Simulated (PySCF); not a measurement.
Isomers of C5H10, one conformer each; single-point electronic energies without zero-point terms and without any empirical dispersion term.

Level: wB97X-D/pcSseg-2 in PySCF, non-relativistic, each on one gas-phase PBE0-D3(BJ)/def2-TZVP geometry that isn't relaxed in the solvent. The solvent is an IEF-PCM continuum (cavity from Bondi-type radii × 1.2). The model holds no explicit solvent molecules, cavitation or dispersion.

```json
{"isomer": "cyclopentane (`C1CCCC1`)", "relative energy, gas (kcal/mol)": "0.0", "dipole (D)": "0.02"}
{"isomer": "3-methyl-1-butene (`C=CC(C)C`)", "relative energy, gas (kcal/mol)": "14.6", "dipole (D)": "0.38"}
```

Task: How do the relative energies look in chloroform (ε = 4.711)?

Result: 
```json
{"isomer": "cyclopentane (`C1CCCC1`)", "relative energy, solvent (kcal/mol)": "0.0", "E(solvent) − E(gas) (kcal/mol)": "-0.4", "dipole in solvent (D)": "0.02"}
{"isomer": "3-methyl-1-butene (`C=CC(C)C`)", "relative energy, solvent (kcal/mol)": "13.8", "E(solvent) − E(gas) (kcal/mol)": "-1.2", "dipole in solvent (D)": "0.50"}
```

The order is unchanged. Conformers: `[CH2:1]1[CH2:2][CH2:3][CH2:4][CH2:5]1` with C5–C1–C2–C3 -38°, C1–C2–C3–C4 20°, C2–C3–C4–C5 5°, C3–C4–C5–C1 -29°; `[CH2:1]=[CH:2][CH:3]([CH3:4])[CH3:5]` with C1–C2–C3–C4 -119°. 3-methyl-1-butene (`C=CC(C)C`) gains most from the continuum, and it has the largest gas-phase dipole. The gains span 0.8 kcal/mol, the gas-phase energies 14.6 kcal/mol.
